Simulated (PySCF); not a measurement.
C4H9P.
Atom-mapped SMILES: `[CH2:1]=[CH:2][P:3]([CH3:4])[CH3:5]` (hydrogens: H6, H7 on C1; H8 on C2; H9, H10, H11 on C4; H12, H13, H14 on C5)

The same species was optimised twice, with GFN2-xTB and with PBE0-D3(BJ)/def2-SVP (PySCF), and the same property calculations (PySCF, gas phase) were run on both structures.

```csv
coordinate,GFN2-xTB,PBE0-D3(BJ)/def2-SVP,change
C1–H7 (Å),1.077,1.094,+0.017
C1–H6 (Å),1.079,1.094,+0.015
C1=C2 (Å),1.323,1.337,+0.014
C2–H8 (Å),1.085,1.099,+0.014
C4–H11 (Å),1.089,1.102,+0.013
C5–H14 (Å),1.088,1.101,+0.013
C4–H9 (Å),1.088,1.100,+0.012
C5–H13 (Å),1.088,1.101,+0.013
C5–H12 (Å),1.089,1.101,+0.012
C4–H10 (Å),1.089,1.100,+0.011
P3–C4 (Å),1.852,1.844,-0.008
P3–C5 (Å),1.857,1.853,-0.004
C2–P3 (Å),1.820,1.819,-0.001
C2–P3–C5 (°),96.6,99.3,+2.7
C4–P3–C5 (°),98.1,100.3,+2.2
C1–C2–H8 (°),120.0,118.5,-1.5
P3–C4–H11 (°),111.1,112.6,+1.5
P3–C5–H12 (°),111.3,112.6,+1.3
C2–P3–C4 (°),100.5,101.7,+1.2
C1–C2–P3 (°),126.6,127.7,+1.1
H13–C5–H14 (°),108.5,107.6,-0.9
C1–C2–P3–C4 (°),32,19,-13
```

Rotational constants: A = 5500, B = 3102, C = 2404 MHz (GFN2-xTB) against A = 5421, B = 3070, C = 2372 MHz (PBE0-D3(BJ)/def2-SVP). Point groups within 0.08 Å: C1 and C1.

On the GFN2-xTB structure: HOMO (eV) -6.40 [PBE0/pcSseg-1]; LUMO (eV) -0.02 [PBE0/pcSseg-1]; dipole (D) 1.22 [PBE0/pcSseg-1]; GIAO shielding of C1 (ppm) 61.8 [PBE0/pcSseg-1]; GIAO shielding of C2 (ppm) 31.4 [PBE0/pcSseg-1]; GIAO shielding of P3 (ppm) 381.7 [PBE0/pcSseg-1]; GIAO shielding of C4/C5 (mean) (ppm) 170.1 [PBE0/pcSseg-1].

Q: What do these properties become on the PBE0-D3(BJ)/def2-SVP structure?

A: 
```json
{"property": "HOMO (eV)", "level": "PBE0/pcSseg-1", "on GFN2-xTB": "-6.40", "on PBE0-D3(BJ)/def2-SVP": "-6.32", "change": "+0.08"}
{"property": "LUMO (eV)", "level": "PBE0/pcSseg-1", "on GFN2-xTB": "-0.02", "on PBE0-D3(BJ)/def2-SVP": "-0.09", "change": "-0.07"}
{"property": "dipole (D)", "level": "PBE0/pcSseg-1", "on GFN2-xTB": "1.22", "on PBE0-D3(BJ)/def2-SVP": "1.23", "change": "+0.01"}
{"property": "energy, GFN2-xTB geometry as zero (kcal/mol)", "level": "PBE0/pcSseg-1", "on GFN2-xTB": "0.0", "on PBE0-D3(BJ)/def2-SVP": "-0.8", "change": "-0.8"}
{"property": "GIAO shielding of C1 (ppm)", "level": "PBE0/pcSseg-1", "on GFN2-xTB": "61.8", "on PBE0-D3(BJ)/def2-SVP": "58.6", "change": "-3.2"}
{"property": "GIAO shielding of C2 (ppm)", "level": "PBE0/pcSseg-1", "on GFN2-xTB": "31.4", "on PBE0-D3(BJ)/def2-SVP": "31.4", "change": "0.0"}
{"property": "GIAO shielding of P3 (ppm)", "level": "PBE0/pcSseg-1", "on GFN2-xTB": "381.7", "on PBE0-D3(BJ)/def2-SVP": "376.2", "change": "-5.5"}
{"property": "GIAO shielding of C4/C5 (mean) (ppm)", "level": "PBE0/pcSseg-1", "on GFN2-xTB": "170.1", "on PBE0-D3(BJ)/def2-SVP": "170.3", "change": "+0.2"}
```

The heavy atoms differ by 0.049 Å rms after alignment. Among all bonds C1–H7 changes most (+0.017 Å). Changes are differences of the printed values. Neither structure is proved a minimum here.

Conformer computed: `[CH2:1]=[CH:2][P:3]([CH3:4])[CH3:5]`: C1–C2–P3–C4 19°.
